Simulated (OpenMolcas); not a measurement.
**One shape, several levels: [NH2]− (SMILES [NH2-])**

Aim: a comparison of 6 runs (PBE/6-31G, PBE0/6-31G, r2SCAN/6-31G, MP2/6-31G, ACPF/6-31G, CCSD(T)/6-31G) of [NH2]−. 

Program for the calculation: OpenMolcas 26.06.

### 1 The structure to begin with

[NH2]− has 3 atoms, charge -1, and is taken as a singlet. SMILES: `[NH2-]`. The N1–H3 distance was set to 1.541 Å, away from the relaxed value. At this shape a bond of the SMILES string is far longer than usual.

Bond lengths: N1–H2 1.027 Å. A long bond or contact: N1–H3 1.541 Å.

### 2 The energy at PBE/6-31G (run 1)

The input, run.input:

```
* H2N Kohn-Sham DFT
>>> EXPORT MOLCAS_PRINT=2
&GATEWAY
BasLib=$CurrDir
BasisSet
N.6-31G....
N1 0.747142 -0.005404 0.415395 angstrom
End of Basis
BasisSet
H.6-31G....
H2 0.530442 0.998796 0.402695 angstrom
H3 -0.467700 -0.598200 -0.324700 angstrom
End of Basis
&SEWARD
GridInput
Grid=UltraFine
End of Grid
&SCF
Charge=-1
KSDFT=PBE
Thresholds=1e-10 1e-07 1e-07 1e-05
PrOrbitals=1 1
```

The basis set 6-31G is read from a file made from the Basis Set Exchange's data (not shown).

Launch:

```sh
$ export MOLCAS_MEM=1860
$ pymolcas run.input > run.log
```

Log:

```text
--- Start Module: gateway ---
[...]
--- Stop Module: gateway /rc=_RC_ALL_IS_WELL_ ---
--- Start Module: seward ---
[...]
      Basis functions           13
--- Stop Module: seward /rc=_RC_ALL_IS_WELL_ ---
--- Start Module: scf ---
[...]
       Convergence after  17 Iterations
[...]
::    Total KS-DFT energy                             -55.6975202984
[...]
      Total spin, S                                     0.0000000000
[...]
      Total electronic charge=   10.000000
      Total            charge=   -1.000000
[...]
      Dipole Moment (debye):
      Origin of the operator (angstrom)=    0.6571    0.0205    0.3680
                   X=  2.3390E-01               Y=  1.4452E+00               Z=  2.8558E-01           Total=  1.4916E+00
      Center of Charge (angstrom)
[...]
--- Stop Module: scf /rc=_RC_ALL_IS_WELL_ ---
[...]
```

It took 4.2 s on 1 thread of Arm Neoverse V1, shared host; peak memory 0.37 GiB.

### 3 A single-point energy at PBE0/6-31G (run 2)

The input, run.input:

```
>>> EXPORT MOLCAS_PRINT=2

&GATEWAY
  BASLIB
  $CurrDir
  BASISSET
  N.6-31G....
  N1 0.747142 -0.005404 0.415395 angstrom
  End of Basis
  BASISSET
  H.6-31G....
  H2 0.530442 0.998796 0.402695 angstrom
  H3 -0.467700 -0.598200 -0.324700 angstrom
  End of Basis

&SEWARD
  GRIDINPUT
  Grid=UltraFine
  End of Grid

&SCF
  CHARGE
  -1
  KSDFT
  PBE0
  THRESHOLDS
  1e-10 1e-07 1e-07 1e-05
  PRORBITALS
  1 1
```

The basis set 6-31G is read from a file made from the Basis Set Exchange's data (not shown).

Launch:

```sh
$ export MOLCAS_MEM=1860
$ pymolcas run.input > run.log
```

Log:

```text
--- Start Module: gateway ---
[...]
--- Stop Module: gateway /rc=_RC_ALL_IS_WELL_ ---
--- Start Module: seward ---
[...]
      Basis functions           13
--- Stop Module: seward /rc=_RC_ALL_IS_WELL_ ---
--- Start Module: scf ---
[...]
       Convergence after  14 Iterations
[...]
::    Total KS-DFT energy                             -55.6960139866
[...]
      Total spin, S                                     0.0000000000
[...]
      Total electronic charge=   10.000000
      Total            charge=   -1.000000
[...]
      Dipole Moment (debye):
      Origin of the operator (angstrom)=    0.6571    0.0205    0.3680
                   X=  2.2721E-01               Y=  1.5737E+00               Z=  2.9567E-01           Total=  1.6172E+00
      Center of Charge (angstrom)
[...]
--- Stop Module: scf /rc=_RC_ALL_IS_WELL_ ---
[...]
```

Run time: 3.9 s. Hardware: 1 thread of Arm Neoverse V1, shared host; peak memory 0.37 GiB.

### 4 The energy at r2SCAN/6-31G (run 3)

The input, run.inp:

```
>>> EXPORT MOLCAS_PRINT=2
&GATEWAY
BASLIB=$CurrDir
BASISSET
N.6-31G....
N1 0.747142 -0.005404 0.415395 angstrom
End of Basis
BASISSET
H.6-31G....
H2 0.530442 0.998796 0.402695 angstrom
H3 -0.467700 -0.598200 -0.324700 angstrom
End of Basis
&SEWARD
GRIDINPUT
Grid=UltraFine
End of Grid
&SCF
CHARGE=-1
KSDFT=2
1.0 MGGA_X_R2SCAN
1.0 MGGA_C_R2SCAN
THRESHOLDS=1e-10 1e-07 1e-07 1e-05
PRORBITALS=1 1
```

The basis set 6-31G is read from a file made from the Basis Set Exchange's data (not shown).

Launch:

```sh
$ export MOLCAS_MEM=1860
$ pymolcas run.inp > run.log
```

Log:

```text
--- Start Module: gateway ---
[...]
--- Stop Module: gateway /rc=_RC_ALL_IS_WELL_ ---
--- Start Module: seward ---
[...]
      Basis functions           13
--- Stop Module: seward /rc=_RC_ALL_IS_WELL_ ---
--- Start Module: scf ---
[...]
       Convergence after  14 Iterations
[...]
::    Total KS-DFT energy                             -55.7320855000
[...]
      Total spin, S                                     0.0000000000
[...]
      Total electronic charge=   10.000000
      Total            charge=   -1.000000
[...]
      Dipole Moment (debye):
      Origin of the operator (angstrom)=    0.6571    0.0205    0.3680
                   X=  2.0807E-01               Y=  1.5256E+00               Z=  2.7985E-01           Total=  1.5650E+00
      Center of Charge (angstrom)
[...]
--- Stop Module: scf /rc=_RC_ALL_IS_WELL_ ---
[...]
```

Wall time 4.5 s (1 thread of Arm Neoverse V1, shared host); peak memory 0.37 GiB.

Runs 4 to 5 aren't shown in full; the table further down has their settings and results.

### 5 The energy at CCSD(T)/6-31G (run 6)

The input, run.input:

```
&GATEWAY
 BasLib = $CurrDir
 BasisSet
 N.6-31G....
 N1 0.747142 -0.005404 0.415395 angstrom
 End of Basis
 BasisSet
 H.6-31G....
 H2 0.530442 0.998796 0.402695 angstrom
 H3 -0.467700 -0.598200 -0.324700 angstrom
 End of Basis

&SEWARD

&SCF
 Charge = -1
 Thresholds = 1e-10 1e-07 1e-07 1e-05
 PrOrbitals = 1 1

&RASSCF
 FileOrb = $Project.ScfOrb
 Spin = 1
 Nactel = 0 0 0
 Inactive = 5
 Ras2 = 0
 OutOrbitals = Canonical
 OrbListing = Nothing

&MOTRA
 JobIph
 Frozen = 1

&CCSDT
 CCT
 Triples = 2
 Iterations = 80
 Accuracy = 1e-08
 Extrapolation = 5 4
```

The basis set 6-31G is read from a file made from the Basis Set Exchange's data (not shown).

Launch:

```sh
$ export MOLCAS_MEM=1860
$ pymolcas run.input > run.log
```

Log:

```text
--- Start Module: gateway ---
[...]
--- Stop Module: gateway /rc=_RC_ALL_IS_WELL_ ---
[...]
      Basis functions           13
[...]
       Convergence after  16 Iterations
[...]
::    Total SCF energy                                -55.3955039721
[...]
      Total spin, S                                     0.0000000000
[...]
      Number of active orbitals                  0
[...]
      Spin quantum number                      0.0
[...]
      Active orbitals                            0
[...]
      Number of CSFs                             1
[...]
      Number of root(s) required                 1
[...]
      Convergence after  4 iterations
[...]
      Natural orbitals and occupation numbers for root  1
      ************************************************************************************************************************
      *                                                    Final results                                                     *
      ************************************************************************************************************************
[...]
::    RASSCF root number  1 Total energy:    -55.39550397
[...]
      Total electronic charge=   10.000000
      Total            charge=   -1.000000
[...]
      Dipole Moment (debye):
      Origin of the operator (angstrom)=    0.6571    0.0205    0.3680
                   X=  5.3439E-01               Y=  1.9309E+00               Z=  5.0510E-01           Total=  2.0662E+00
      Center of Charge (angstrom)
[...]
--- Start Module: motra ---
[...]
--- Stop Module: motra /rc=_RC_ALL_IS_WELL_ ---
--- Start Module: ccsdt ---
[...]
      Convergence after                    16  Iterations
      Total energy (diff) :     -55.53284664      -0.00000001
[...]
 METHOD                       : CCSD+T(CCSD)+<T3(1)WT1> = CCSD(T)
[...]
       CCSD     =       -55.5328466443647
[...]
```

Wall time 2.3 s (1 thread of Arm Neoverse V1, shared host); peak memory 0.37 GiB.

### 6 Overview of the runs

```csv
run,level,integration grid,frozen core orbitals,energy (Eh),HOMO energy (eV),LUMO energy (eV),HOMO–LUMO gap (eV),wall time
1,PBE/6-31G,UltraFine,–,-55.697520,5.21,7.11,1.90,4.2 s
2,PBE0/6-31G,UltraFine,–,-55.696014,3.36,8.18,4.82,3.9 s
3,r2SCAN/6-31G,UltraFine,–,-55.732085,4.71,7.26,2.54,4.5 s
4,MP2/6-31G,–,1,-55.515009,-1.35,12.25,13.59,1.8 s
5,ACPF/6-31G,–,1,-55.534155,-1.35,12.25,13.59,1.9 s
6,CCSD(T)/6-31G,–,1,-55.536529,-1.35,12.25,13.59,2.3 s
```

### 7 What came out

| quantity | value |
| --- | --- |
| run 6: total energy | -55.53653 Eh |
| run 6: HOMO energy (Hartree–Fock orbitals) | -1.35 eV |
| run 6: LUMO energy (Hartree–Fock orbitals) | 12.25 eV |
| run 6: HOMO–LUMO gap (to an unbound level, set by the basis) | 13.59 eV |
| run 6: correlation energy (1 core orbital frozen) | -141.0 mEh |
| run 6: (T) correction | -3.68 mEh |

Over runs 1, 2, 3 the HOMO–LUMO gap runs from 1.90 eV (PBE/6-31G) to 4.82 eV (PBE0/6-31G). The empty levels of an anion lie above zero and hang on the basis. Totals of different functionals can't be ranked against each other. In runs 1, 2, 3 the HOMO lies above zero, so the outermost electron may be held by the basis alone. All runs together took 19 s, the longest 4.5 s.
